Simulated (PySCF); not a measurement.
hydrogen peroxide (H₂O₂), SMILES OO. Geometry: PBE-D3(BJ)/def2-TZVP.

Give the equilibrium geometry at PBE-D3(BJ)/def2-TZVP (PySCF confirms it by a frequency run) as bond lengths and angles, and its point group. (An estimate is asked for; the answer gives what the named calculation found.)

point group C2.
Atoms: O1 O2 H3 H4. Bonded distances (Å): O1–O2 1.465, O1–H3 0.978, O2–H4 0.978. Bond angles (°): O2–O1–H3 99.8, O1–O2–H4 99.8.
